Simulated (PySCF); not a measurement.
Compound: 1-chloro-3-methoxypropane, C₄H₉ClO.
Cartesian coordinates in Å at the PBE0-D3(BJ)/def2-SVP level; atoms count from 1:
```xyz
15
C4H9ClO angstrom
C      1.9100   -1.2787    0.2304
O      1.0632   -0.2529   -0.1811
C     -0.2809   -0.6308   -0.2530
C     -1.1101    0.5964   -0.5620
C     -0.9792    1.6865    0.4798
Cl    -1.6245    1.1725    2.0737
H      1.6432   -1.6564    1.2373
H      2.9336   -0.8802    0.2665
H      1.8935   -2.1380   -0.4697
H     -0.4331   -1.4001   -1.0381
H     -0.6145   -1.0727    0.7079
H     -2.1663    0.3062   -0.6769
H     -0.7762    1.0162   -1.5267
H     -1.5355    2.5883    0.1927
H      0.0766    1.9439    0.6342
```

Computed at PBE0/pcSseg-1 (PySCF, non-relativistic), with Q(17O) = −0.0256 b, Q(35Cl) = −0.0817 b: O2, 17O (I = 5/2): χzz = 12.07 MHz, η = 0.983; Cl6, 35Cl (I = 3/2): χzz = -73.93 MHz, η = 0.028.

Q: Find the zero-field quadrupole resonance frequencies of 17O at O2.

A: From the eigenvalues of H = χ/[4I(2I − 1)] × [3Iz² − I(I + 1) + η(Ix² − Iy²)], steps between neighbouring levels, labelled as for η = 0: ±1/2↔±3/2 3.159 MHz, ±3/2↔±5/2 3.203 MHz (ether oxygen).

Q: Where would the pure quadrupole (NQR) lines of 35Cl at Cl6 fall for the rigid, isolated species?

A: From ν = (|χ|/2)√(1 + η²/3): ν = 36.97 MHz (alkyl chlorine). For 37Cl the ratio of quadrupole moments, 0.7881, gives 29.14 MHz.

Q: Apply the simplest Townes–Dailey estimate (no s hybridisation, no π bonding), ionic character = 1 − χzz/χ0, where χ0 is the coupling for one missing p electron along the bond: −109.74 MHz for 35Cl.

A: Cl6 on C5: 1 − (-73.93)/(-109.74) = 0.33. In this model a purely covalent bond gives χ0 and a free halide ion gives zero; s hybridisation or π bonding, where present, is counted here as ionic character.

In a crystal, neighbours and librations shift these lines. A larger basis could move these couplings by a tenth or more.

One conformer stands for the species.
